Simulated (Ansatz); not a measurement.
C$_{2}$H$_{5}$NO, SMILES `CC(=N)O`. Charge 0, multiplicity 1. The geometry is a stationary point of PBE0-D4/def2-TZVP. It is one conformer, not always the lowest.

```xyz
9

C     0.636    0.671    0.482
C    -0.320   -0.268   -0.176
N    -0.101   -1.134   -1.069
O    -1.569   -0.112    0.302
H     0.316    1.702    0.315
H     0.636    0.503    1.562
H     1.644    0.539    0.096
H     0.876   -1.148   -1.339
H    -2.118   -0.751   -0.173
```

Question: What is the dipole moment at PBE/def2-TZVPP? (Estimate.)

Answer: Ansatz gave: 1.48 D, with components (1.02, 0.90, 0.60) D in this frame, pointing from negative to positive charge.

Question: And with r2SCAN, B3LYP, ωB97M-V? (An estimate is asked.)

Answer: The calculation gave: r2SCAN 1.55 D, B3LYP 1.56 D, ωB97M-V 1.59 D.

Question: Give the Mulliken charges with PBE, B3LYP, ωB97M-V in def2-TZVPP. (An estimate is asked.)

Answer: The calculation gave: 
```tsv
atom	PBE	B3LYP	ωB97M-V
C1	-0.23	-0.23	-0.27
C2	0.11	0.18	0.21
N3	-0.27	-0.29	-0.29
O4	-0.24	-0.29	-0.28
H5	0.10	0.10	0.12
H6	0.10	0.10	0.12
H7	0.08	0.08	0.08
H8	0.15	0.14	0.11
H9	0.20	0.21	0.20
```

B3LYP here is the variant with VWN-RPA as its local correlation; programs differ in this.
